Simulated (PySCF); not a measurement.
## Electric properties by functional and basis

C4H6.
Z-matrix (Å and degrees, PBE0-D3(BJ)/def2-SVP geometry), rows numbered from 1:
```
C 
C   1  1.3399
C   2  1.4543  1  124.16
C   3  1.3399  2  124.39  1   179.72
H   1  1.0947  2  121.19  3     0.09
H   1  1.0922  2  121.64  3  -179.98
H   2  1.0969  1  119.40  3  -179.97
H   3  1.0970  2  116.32  1    -0.24
H   4  1.0925  3  121.42  2   179.97
H   4  1.0947  3  121.33  2     0.08
```

PySCF, dipoles from the SCF density, polarisabilities from static response with core orbitals frozen. Geometry: PBE0-D3(BJ)/def2-SVP, one conformer, isolated molecule.

Reference polarisability: 8.881 Å³ (measured, gas; NIST CCCBDB Release 22 (SRD 101), experimental polarizabilities). The anisotropy is √(½[(α1 − α2)² + (α2 − α3)² + (α3 − α1)²]).

```json
{"level": "BHandHLYP/def2-SVPD", "α (Å³)": "8.17", "error (%)": "-8.0", "anisotropy (Å³)": "7.11"}
{"level": "CAM-B3LYP/def2-SVPD", "α (Å³)": "8.18", "error (%)": "-7.9", "anisotropy (Å³)": "6.97"}
{"level": "wB97X-D/def2-SVPD", "α (Å³)": "8.22", "error (%)": "-7.5", "anisotropy (Å³)": "6.90"}
{"level": "LC-wPBE/def2-SVPD", "α (Å³)": "7.94", "error (%)": "-10.6", "anisotropy (Å³)": "6.69"}
{"level": "PBE0/6-31G*", "α (Å³)": "6.55", "error (%)": "-26.3", "anisotropy (Å³)": "8.18"}
{"level": "PBE0/6-31+G*", "α (Å³)": "7.87", "error (%)": "-11.4", "anisotropy (Å³)": "7.57"}
{"level": "PBE0/def2-SVP", "α (Å³)": "6.99", "error (%)": "-21.3", "anisotropy (Å³)": "7.89"}
{"level": "PBE0/aug-cc-pVDZ", "α (Å³)": "8.48", "error (%)": "-4.5", "anisotropy (Å³)": "7.12"}
{"level": "PBE0/def2-TZVP", "α (Å³)": "7.91", "error (%)": "-10.9", "anisotropy (Å³)": "7.54"}
{"level": "PBE0/def2-TZVPD", "α (Å³)": "8.44", "error (%)": "-4.9", "anisotropy (Å³)": "7.07"}
```

For the polarisability, the smallest error is 4.5% (PBE0/aug-cc-pVDZ) and the largest 26.3% (PBE0/6-31G*). The dipole stays under 0.05 D at every level. In one basis (def2-SVPD) the functionals order the polarisability from LC-wPBE (lowest) to wB97X-D (highest), a spread of 3%. With PBE0 the polarisability is 7.15 Å³ without diffuse functions (mean of 6-31G*, def2-SVP and def2-TZVP) and 8.26 Å³ with them (mean of 6-31+G*, aug-cc-pVDZ and def2-TZVPD). Measured values can belong to vibrating molecules and may average over conformers; the computed ones are for one fixed geometry.
